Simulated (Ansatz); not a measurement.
**BNH₄ (triplet): wave-function methods side by side at distance B1–H4 along a hydrogen transfer = 1.539 Å, cc-pVDZ**

One table from this session's results is given with a row withheld; the runs are named, their logs left out.

The runs use Ansatz 0.2.0, Gaussian basis; cc-pVDZ, core rule «outside noble gas», up to 2 orbitals frozen.

Plan: UHF; CCSD(T) on ROHF; CCSD(T) on UHF; BCCD(T) on ROHF; CISD; CCSDT(Q) on ROHF; CCSDT(Q) on UHF; CASSCF and MRCISD+Q, 4 electrons in 4 orbitals; CASSCF and NEVPT2, 4 electrons in 4 orbitals.

7 further runs of the same task are left out: 1 for a mislabelled method, 5 that didn't finish, 1 set aside as unsound or not needed.

**The geometry**

The geometry derives from fragments relaxed apart (PBE0/def2-TZVP) and kept rigid, so it is no stationary point. A hydrogen atom is moved between rigid fragments.

6 atoms, charge 0, spin multiplicity 3.

Atoms are counted from 1 here; the program's logs count them from 0.

Bond lengths: B1–H2 1.193 Å, B1–H3 1.193 Å, H4–N5 1.299 Å, N5–H6 1.040 Å. Angles: H2–B1–H3 120.0°, H4–N5–H6 105.0°.

Geometry (Å):

```xyz
6

B    -1.49850    0.03509    0.00000
H    -2.09524    1.06866    0.00000
H    -2.09524   -0.99849    0.00000
H     0.04050    0.03509    0.00000
N     1.33950    0.03509    0.00000
H     1.60858   -0.96914    0.00000
```

The first run:

Input file in.yaml:

```yaml
crystal:
  periodic: [false, false, false]
  atoms:
    - {symbol: B, position_ang: [-1.498504, 0.035086, 0.000000]}
    - {symbol: H, position_ang: [-2.095238, 1.068657, 0.000000]}
    - {symbol: H, position_ang: [-2.095238, -0.998486, 0.000000]}
    - {symbol: H, position_ang: [0.040496, 0.035086, 0.000000]}
    - {symbol: N, position_ang: [1.339496, 0.035086, 0.000000]}
    - {symbol: H, position_ang: [1.608577, -0.969141, 0.000000]}
basis:
  gaussian: {orbitals: cc-pVDZ}
magnetization: {spin_polarized: true, initial_magnetization: 2}
hamiltonian: {xc: hf}
output: {orbitals: {seedname: orbitals}}
```

Launch:

```sh
> ansatz run in.yaml --threads 1 --pin off --events-out ev --progress --plain --max-ram 2393MiB
```

Steps of the session up to this table: UHF; CCSD(T) on ROHF; CCSD(T) on UHF; BCCD(T) on ROHF; CISD; CCSDT(Q) on ROHF; CCSDT(Q) on UHF; CASSCF and MRCISD+Q, 4 electrons in 4 orbitals; CASSCF and NEVPT2, 4 electrons in 4 orbitals.

One of the session's tables, all rows but one given; the rest of the session is left out.

| method | from UCCSDT(Q) (kJ/mol) |
| --- | --- |
| ROHF | +747.6 |
| UHF | +701.7 |
| RMP2 | +123.5 |
| UMP2 | +132.8 |
| CISD | +75.0 |
| RCCSD | +19.1 |
| UCCSD | +18.0 |
| RCCSD(T) | +3.6 |
| UCCSD(T) | +3.7 |
| BCCD(T) | +3.7 |
| RCCSDT | +1.1 |
| UCCSDT | +0.9 |
| RCCSDT(Q) | +0.1 |
| UCCSDT(Q) | 0 |
| CASSCF pair | +665.7 |
| MRCISD pair | +62.0 |
| MRCISD+Q pair | ? |

**Question.** Estimate the row for MRCISD+Q pair.

The run gave: from UCCSDT(Q) (kJ/mol): +6.2. In the column «from UCCSDT(Q) (kJ/mol)» it lies between BCCD(T) (+3.7) and UCCSD (+18.0).

Not comparable, so not listed: CASSCF and NEVPT2, 4 electrons in 4 orbitals (they don't share determinant, frozen orbitals or solution with the rows shown, or repeat one).

Limits of these values: Restricted and unrestricted rows rest on different reference determinants; where their highest levels disagree by more than a few hundredths of an eV, they describe different states and don't form one ladder. Warnings in the runs' records: passed over end.
